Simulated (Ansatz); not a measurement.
A made-up structure of CH3OSi (charge -1), closed shell:

C1  (-1.274, -0.567, -0.227)
Si2  (1.170, 0.280, 1.095)
O3  (0.223, 0.192, -0.302)
H4  (-1.931, -0.655, -1.095)
H5  (0.825, 0.654, -0.907)
H6  (0.403, -0.371, 2.096)
(Å)

It is relaxed with PBE-D4/def2-SVPD and then PBE0-D4/def2-TZVPD (Ansatz 0.2.0). Atoms count as bonded within 1.22 times the sum of their covalent radii (H–H: 0.88 Å). The end point is not checked to be a true minimum.

(1) Does its bonding change? (A judgement: the text doesn't fix the answer.)

Results:

(1) The calculation gives: No: no bond forms or breaks.

Where it ends: The first stage lowers the energy by 1.70 eV in 9 steps. It ends as CH₃OSi ([CH][OH][SiH]), total charge -1:
```json
{"atom": "C1", "x (Å)": "-1.3128", "y (Å)": "-0.5683", "z (Å)": "-0.2928"}
{"atom": "Si2", "x (Å)": "1.3522", "y (Å)": "0.3663", "z (Å)": "1.1082"}
{"atom": "O3", "x (Å)": "-0.0474", "y (Å)": "0.0092", "z (Å)": "-0.1197"}
{"atom": "H4", "x (Å)": "-1.5069", "y (Å)": "-0.3694", "z (Å)": "-1.3771"}
{"atom": "H5", "x (Å)": "0.3250", "y (Å)": "0.4102", "z (Å)": "-0.9191"}
{"atom": "H6", "x (Å)": "0.6060", "y (Å)": "-0.3158", "z (Å)": "2.2611"}
```

Labels in which every atom is bracketed show which atoms are joined, not bond orders.

For scale, one of the runs: PBE0-D4/def2-TZVPD relaxation, 147 basis functions, launched by `ansatz run in.yaml --threads 2 --pin off --events-out ev --progress --plain --max-ram 4352MiB`. The run took about 23 s on 2 CPU threads of an Arm Neoverse V1 (shared host).
